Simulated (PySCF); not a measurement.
F: ionisation energy

F [He] 2s2 2p5 (2P) → F⁺ [He] 2s2 2p4 (3P), as a difference of total energies. Computed with PySCF 2.14 in def2-QZVPPD, with the non-relativistic Hamiltonian (point nucleus). Correlated levels: valence: 1s2 frozen. The calculations carry no spin-orbit coupling.

```tsv
method	ionisation energy (eV)	error (eV)
UHF	15.651	-1.776
MP2 (valence)	17.359	-0.068
SCS-MP2 (valence)	17.362	-0.065
CCSD (valence)	17.251	-0.176
CCSD(T) (valence)	17.312	-0.115
```

Reference: 17.427 eV (measured; NIST levels, between the centres of gravity of the two terms).

Errors of the correlated levels include the incompleteness of this basis and the frozen core.
